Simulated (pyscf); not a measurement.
A first-order saddle from PySCF, ωB97X-D3(BJ)/def2-SVP:

```xyz
8

S     -1.0216     0.0555     1.6093
H     -1.9065    -1.1802     0.6884
H      0.2035    -0.5031     1.7184
Cl    -2.4430    -1.6093    -0.5877
Zr    -0.7353     0.4607    -0.9038
Cl     0.7775     2.1822    -0.5343
Cl     0.6409    -0.9887    -2.0840
Cl    -2.3836     1.5629    -2.1053
```
Charge 0, spin multiplicity 1.

Surface: singlet, charge 0. Lowest wavenumbers (cm⁻¹): 397i, 33, 75, 103, 117.

### Question
Name the species on either side of this saddle.

### Answer
H₂S + zirconium tetrachloride (Cl–Zr(Cl)(Cl)–Cl) ⇌ HS–Zr(Cl)(Cl)–Cl + hydrogen chloride (HCl), a four-centre exchange read from left to right: H–S, Cl–Zr broken and S–Zr, Cl–H formed. At ωB97M-D3(BJ)/def2-TZVP it lies +18.2 kcal/mol from the left side and +1.8 kcal/mol from the right (each side as separated species at their lowest minima found). On the reactant side the descent ends in an adduct with a S–Zr contact (not fully relaxed), 14.8 kcal/mol under the separated species and 27.0 kcal/mol under the saddle at ωB97X-D3(BJ)/def2-TZVP. On the product side the descent ends in an adduct with a Cl–Zr contact, 8.3 kcal/mol under the separated species and 5.4 kcal/mol under the saddle at ωB97X-D3(BJ)/def2-TZVP. What is counted as formed (S–Zr) is already present as a longer contact in the reactant adduct; forming that adduct is a step of its own. What is counted as broken (Cl–Zr) persists as a longer contact in the product adduct; parting that adduct is a step of its own. At ωB97X-D3(BJ)/def2-TZVP the barrier from the zero used here is 12.2 kcal/mol. This is the saddle that the search found; another between the same sides may lie lower. Elements past Kr carry the def2 core potentials, without spin-orbit coupling.
